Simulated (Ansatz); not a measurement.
Relaxation of CH$_{4}$BS (7 atoms, charge 0, multiplicity 2), to a largest force component of 0.02 eV/Å in at most 50 steps.

Computed with Ansatz, UKS PBE0/cc-pVDZ.

```xyz
7
Properties=species:S:1:pos:R:3
C -0.680 0.417 -0.565
B 0.120 0.271 0.678
S 1.361 -1.031 0.798
H -0.576 -0.218 -1.433
H -1.435 1.176 -0.690
H 1.860 -0.824 2.068
H 1.195 -1.567 -0.410
```

Question: Where does it end, and by what steps?

Answer: The forces met the threshold. After 12 steps the energy has fallen by 2.440 eV; H6 moved furthest, 0.68 Å.

| step | energy less start (eV) | largest force component (eV/Å) | accepted |
| --- | --- | --- | --- |
| 0 | 0.0000 | 2.225 | yes |
| 1 | -0.7802 | 2.516 | yes |
| 2 | -1.3072 | 2.030 | yes |
| 3 | -1.8228 | 2.518 | yes |
| 4 | -2.2726 | 1.562 | yes |
| 5 | -2.1845 | 2.206 | no |
| 6 | -2.4122 | 0.566 | yes |
| 7 | -2.4351 | 0.155 | yes |
| 8 | -2.4381 | 0.119 | yes |
| 9 | -2.4393 | 0.066 | yes |
| 10 | -2.4397 | 0.064 | yes |
| 11 | -2.4400 | 0.024 | yes |
| 12 | -2.4400 | 0.016 | yes |

```xyz
7
Properties=species:S:1:pos:R:3
C -0.749 0.472 -0.545
B 0.230 0.524 0.477
S 1.710 -0.615 0.692
H -0.797 -0.344 -1.279
H -1.521 1.237 -0.672
H 1.414 -1.283 1.843
H 1.558 -1.767 -0.069
```

The run took 11 s on 2 threads of AMD EPYC 9B45 (Zen 5), on a shared host, peak memory 0.18 GiB.
